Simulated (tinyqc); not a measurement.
Inside a calculation. Method: CCD on RHF in the sto-3g basis, frozen core, for H2O, spin multiplicity 1. One step of it, computed by the program tinyqc.

Task: CCD: starting amplitudes. t_ij^ab = <ij||ab> / (e_i + e_j - e_a - e_b), whose energy is MP2.

orbital energies (hartree): MO1 -20.252628, MO2 -1.242201, MO3 -0.583768, MO4 -0.450768, MO5 -0.389889, MO6 0.551520, MO7 0.667550

Two-electron integrals over orbitals (pq|rs), unique and non-zero (hartree); the lowest 1 orbital is frozen and left out:
```
(22|22) 0.724883    (32|32) 0.138767    (33|22) 0.633320    (33|33) 0.617055
(42|22) -0.007653   (42|33) 0.005662    (42|42) 0.127055    (43|32) 0.023417
(43|43) 0.050681    (44|22) 0.669100    (44|33) 0.584914    (44|42) -0.101246
(44|44) 0.747715    (52|52) 0.146567    (53|53) 0.027809    (54|52) -0.046547
(54|54) 0.053139    (55|22) 0.749366    (55|33) 0.618117    (55|42) -0.075038
(55|44) 0.712914    (55|55) 0.880159    (62|22) 0.139193    (62|33) 0.072720
(62|42) 0.024669    (62|44) 0.076618    (62|55) 0.151990    (62|62) 0.099364
(63|32) -0.037893   (63|43) -0.032220   (63|63) 0.071519    (64|22) 0.107524
(64|33) 0.045882    (64|42) -0.041265   (64|44) 0.128127    (64|55) 0.130870
(64|62) 0.060764    (64|64) 0.081296    (65|52) 0.055744    (65|54) 0.001322
(65|65) 0.036812    (66|22) 0.607547    (66|33) 0.563600    (66|42) 0.053933
(66|44) 0.548744    (66|55) 0.586251    (66|62) 0.096439    (66|64) 0.048090
(66|66) 0.593390    (72|32) 0.045878    (72|43) -0.033502   (72|63) 0.033508
(72|72) 0.064268    (73|22) 0.147533    (73|33) 0.089347    (73|42) -0.078547
(73|44) 0.151885    (73|55) 0.194636    (73|62) 0.073439    (73|64) 0.088915
(73|66) 0.040713    (73|73) 0.155967    (74|32) -0.076344   (74|43) -0.004486
(74|63) 0.048475    (74|72) -0.016751   (74|74) 0.070544    (75|53) 0.023767
(75|75) 0.024530    (76|32) 0.093043    (76|43) 0.053952    (76|63) -0.064150
(76|72) -0.008184   (76|74) -0.059351   (76|76) 0.113454    (77|22) 0.616801
(77|33) 0.598932    (77|42) -0.015405   (77|44) 0.595133    (77|55) 0.617213
(77|62) 0.065624    (77|64) 0.045198    (77|66) 0.560615    (77|73) 0.092399
(77|77) 0.609021
```

Give: Starting amplitudes; correlation energy.

Result:

Starting amplitudes (spin orbitals 1a, 1b, ...; amplitudes related by a flip of all spins are not repeated):
```
from      to        t
3a 3b  7a 7b  -0.0623
4a 4b  6a 6b  -0.0406
3a 4b  6b 7a   0.0395
4a 4b  7a 7b  -0.0315
3a 3b  6a 6b  -0.0315
2a 2b  6a 6b  -0.0277
2a 3b  6a 7b  -0.0241
2a 4b  6a 6b  -0.0217
3a 4b  6a 7b  -0.0215
5a 5b  6a 6b  -0.0196
3a 4a  6a 7a   0.0179
2a 2b  7a 7b  -0.0168
2a 3a  6a 7a  -0.0131
5a 5b  7a 7b  -0.0116
2a 3b  6b 7a   0.0110
2a 4b  7a 7b   0.0055
```

correlation energy = -0.041039 hartree
